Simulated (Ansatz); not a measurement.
System: NF3, charge 0, singlet. NF3 (SMILES FN(F)F).
B3LYP-D3(BJ)/def2-TZVP minimum from Ansatz (an electronic-structure program):
```xyz
4

N     -0.0011     0.0133     0.4825
F      0.0003     1.2327    -0.1591
F      1.0712    -0.6215    -0.1057
F     -1.0707    -0.6215    -0.1104
```
Charge 0, spin multiplicity 1.

Property: atomisation energy (electronic, to ground-state atoms), in kcal/mol. UHF or UKS for unpaired electrons; spin-orbit terms are left out. CBS(X,Y): correlation extrapolated as X^-3, Hartree-Fock from the larger set (Q,5: extrapolated as (X+1)exp(-9√X)). A bracket is a step between two methods taken in the basis named. The functionals are non-relativistic, so their misses hold any scalar relativity. Double hybrids freeze cores in their MP2 part. 'core' is core correlation in cc-pwCVTZ, 'X2C' scalar relativity in cc-pVTZ-DK, both at CCSD(T).

CCSD(T)/CBS(cc-pVQZ,cc-pV5Z) + [CCSDT(Q) - CCSD(T)]/cc-pVDZ + core + X2C (Ansatz) gives 207.3 kcal/mol.

Task: What does PBE/def2-TZVPD (Ansatz) give here, and how do the other levels compare?

Result: PBE gives 244.6 kcal/mol, 37.3 kcal/mol above it. Differences of the others: r2SCAN/def2-TZVPD (Ansatz) 6.3; B3LYP/def2-TZVPD (Ansatz) -0.3; PBE0/def2-TZVPD (Ansatz) 1.1; B2PLYP/def2-TZVPD (Ansatz) -4.4; CCSD(T)/CBS(cc-pVQZ,cc-pV5Z) + core + X2C (Ansatz) -1.6 kcal/mol. Nearer than PBE: r2SCAN/def2-TZVPD, B3LYP/def2-TZVPD, PBE0/def2-TZVPD, B2PLYP/def2-TZVPD, CCSD(T)/CBS(cc-pVQZ,cc-pV5Z) + core + X2C.
